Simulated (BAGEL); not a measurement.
**AlHOF (SMILES [O][AlH][F]) at ROHF/6-31G(d) (density fitting with qzvpp-jkfit, spherical functions)**

Aim: the vertical doublet–quartet gap of AlHOF at ROHF/6-31G* (density fitting with qzvpp-jkfit, spherical functions), from 2 runs. 

The results are computed with BAGEL 1.2.2.

2 further runs of the same task are left out: 2 that didn't finish.

## (1) Starting point

AlHOF has 4 atoms, charge 0, and is taken as a doublet. SMILES: `[O][AlH][F]`. The shape is that of a PBE0-D4/def2-TZVP optimisation.

Bond lengths: O1–Al2 1.731 Å, Al2–F3 1.641 Å, Al2–H4 1.564 Å. Angles: O1–Al2–F3 117.5°, O1–Al2–H4 119.2°, F3–Al2–H4 123.3°.

## (2) A single-point energy at ROHF/6-31G(d) (density fitting with qzvpp-jkfit, spherical functions)

hf.json reads:

```json
{ "bagel" : [

{
  "title" : "molecule",
  "basis" : "6-31gs.json",
  "df_basis" : "qzvpp-jkfit",
  "angstrom" : "true",
  "geometry" : [
    { "atom" : "O", "xyz" : [      -0.128300,      -1.061600,       1.299400 ] },
    { "atom" : "Al", "xyz" : [       0.038200,       0.026100,      -0.037000 ] },
    { "atom" : "F", "xyz" : [      -1.126500,      -0.010300,      -1.192200 ] },
    { "atom" : "H", "xyz" : [       1.272100,       0.985600,      -0.090400 ] }
  ]
},

{
  "title" : "rohf",
  "nopen" : 1
},

{
  "title" : "print",
  "file" : "orbitals.molden",
  "orbitals" : "true"
}

]}
```

The basis set 6-31G* is read from a file made from the Basis Set Exchange's data (not shown).

Command:

```bash
$ BAGEL_NUM_THREADS=1 BAGEL hf.json > hf.out
```

What it wrote:

```text
* using 1 threads per process

  ===============================================================
  ===============================================================

  *** Geometry ***

  { "atom" : "O", "xyz" : [     -0.242452,     -2.006133,      2.455510 ] },
  { "atom" : "Al", "xyz" : [      0.072188,      0.049322,     -0.069920 ] },
  { "atom" : "F", "xyz" : [     -2.128776,     -0.019464,     -2.252931 ] },
  { "atom" : "H", "xyz" : [      2.403921,      1.862514,     -0.170831 ] },

  Number of auxiliary basis functions:      300

  Since a DF basis is specified, we compute 2- and 3-index integrals:
    o Being stored without compression. Storage requirement is 0.006 GB

  Number of basis functions:       48
  Number of electrons      :       31

    * METHOD: MOLECULE                             0.07

  *** Open-shell HF ***

  === Nuclear Repulsion ===
    90.3172773721

      * DIIS with orbital gradients will be used.

  === ROHF iteration (6-31gs.json) ===
      0       -416.19546733          0.09163519           0.03
      1       -415.88625809          0.13438204           0.02
      2       -415.73561917          0.12645076           0.02
      3       -416.75796558          0.02187256           0.02
      4       -416.80650783          0.01125500           0.02
      5       -416.82371586          0.00599176           0.02
      6       -416.83187250          0.00309569           0.03
      7       -416.83386906          0.00232952           0.02
      8       -416.83695252          0.00207603           0.02
      9       -416.84248366          0.00146488           0.03
     10       -416.84619228          0.00090232           0.02
     11       -416.84685676          0.00044972           0.03
     12       -416.84706691          0.00015581           0.03
     13       -416.84710587          0.00008289           0.03
     14       -416.84710963          0.00002765           0.02
     15       -416.84710916          0.00000741           0.02
     16       -416.84710934          0.00000414           0.03
     17       -416.84710935          0.00000188           0.02
     18       -416.84710936          0.00000068           0.02
     19       -416.84710935          0.00000017           0.02
     20       -416.84710935          0.00000009           0.02
     21       -416.84710935          0.00000004           0.02
     22       -416.84710935          0.00000003           0.02
     23       -416.84710935          0.00000003           0.02
     24       -416.84710935          0.00000003           0.02
     25       -416.84710935          0.00000003           0.02
     26       -416.84710935          0.00000002           0.02
     27       -416.84710935          0.00000002           0.02
     28       -416.84710935          0.00000002           0.02
     29       -416.84710935          0.00000001           0.02
     30       -416.84710935          0.00000001           0.02
     31       -416.84710935          0.00000001           0.03
    * SCF iteration converged.

    * S^2 (ROHF) is 0.7500

    * Permanent dipole moment:
           (   -0.427897,    -0.412750,     0.129734) a.u.

    * METHOD: ROHF                                 0.81

    * METHOD: PRINT                                0.01

  ===============================================================
```

It took 1.9 s on 1 thread of Intel Xeon 6975P-C (Granite Rapids), shared host; peak memory 0.079 GiB.

## (3) The quartet, same level

calc.json reads:

```json
{ "bagel": [

{
  "title": "molecule",
  "basis": "6-31gs.json",
  "df_basis": "qzvpp-jkfit",
  "angstrom": true,
  "geometry": [
    { "atom": "O", "xyz": [   -0.128300,   -1.061600,    1.299400 ] },
    { "atom": "Al", "xyz": [    0.038200,    0.026100,   -0.037000 ] },
    { "atom": "F", "xyz": [   -1.126500,   -0.010300,   -1.192200 ] },
    { "atom": "H", "xyz": [    1.272100,    0.985600,   -0.090400 ] }
  ]
},
{ "title": "rohf", "nopen": 3 },
{ "title": "print", "file": "orbitals.molden", "orbitals": true }

]}
```

The basis set 6-31G* is read from a file made from the Basis Set Exchange's data (not shown).

Command:

```bash
$ BAGEL_NUM_THREADS=1 BAGEL calc.json > calc.out
```

What it wrote:

```text
* using 1 threads per process

  ===============================================================
  ===============================================================

  *** Geometry ***

  { "atom" : "O", "xyz" : [     -0.242452,     -2.006133,      2.455510 ] },
  { "atom" : "Al", "xyz" : [      0.072188,      0.049322,     -0.069920 ] },
  { "atom" : "F", "xyz" : [     -2.128776,     -0.019464,     -2.252931 ] },
  { "atom" : "H", "xyz" : [      2.403921,      1.862514,     -0.170831 ] },

  Number of auxiliary basis functions:      300

  Since a DF basis is specified, we compute 2- and 3-index integrals:
    o Being stored without compression. Storage requirement is 0.006 GB

  Number of basis functions:       48
  Number of electrons      :       31

    * METHOD: MOLECULE                             0.07

  *** Open-shell HF ***

  === Nuclear Repulsion ===
    90.3172773721

      * DIIS with orbital gradients will be used.

  === ROHF iteration (6-31gs.json) ===
      0       -416.34358201          0.05832736           0.03
      1       -416.45588785          0.04516141           0.03
      2       -416.51062199          0.02959519           0.03
      3       -416.55430856          0.00239340           0.02
      4       -416.55665018          0.00174351           0.03
      5       -416.55846924          0.00124775           0.03
      6       -416.55974948          0.00067003           0.02
      7       -416.56029363          0.00032490           0.03
      8       -416.56046614          0.00020158           0.02
      9       -416.56050110          0.00010554           0.02
     10       -416.56052353          0.00005416           0.02
     11       -416.56053321          0.00003558           0.03
     12       -416.56053247          0.00002201           0.04
     13       -416.56053355          0.00002215           0.04
     14       -416.56053328          0.00002234           0.04
     15       -416.56053312          0.00002232           0.04
[... 27 lines of this table left out ...]
     43       -416.56053228          0.00000009           0.03
     44       -416.56053229          0.00000007           0.03
     45       -416.56053228          0.00000004           0.03
     46       -416.56053229          0.00000003           0.03
     47       -416.56053229          0.00000002           0.03
     48       -416.56053229          0.00000001           0.03
     49       -416.56053229          0.00000001           0.03
     50       -416.56053229          0.00000001           0.03
    * SCF iteration converged.

    * S^2 (ROHF) is 3.7500

    * Permanent dipole moment:
           (   -1.513648,    -1.145903,     0.024140) a.u.

    * METHOD: ROHF                                 1.51

    * METHOD: PRINT                                0.01

  ===============================================================
```

Run time: 2.7 s. Hardware: 1 thread of Intel Xeon 6975P-C (Granite Rapids), shared host; peak memory 0.079 GiB.

## (4) What came out

At ROHF/6-31G* (density fitting with qzvpp-jkfit, spherical functions):

| quantity | value |
| --- | --- |
| doublet: total energy | -416.84711 Eh |
| doublet: dipole moment | 1.55 D |
| doublet: ⟨S²⟩ | 0.750 |
| quartet: total energy | -416.56053 Eh |
| quartet: dipole moment | 4.83 D |
| quartet: ⟨S²⟩ | 3.750 |
| vertical energy of the quartet above the doublet | 7.798 eV |

In words: At this shape the quartet lies 7.80 eV (752 kJ/mol) above the doublet.
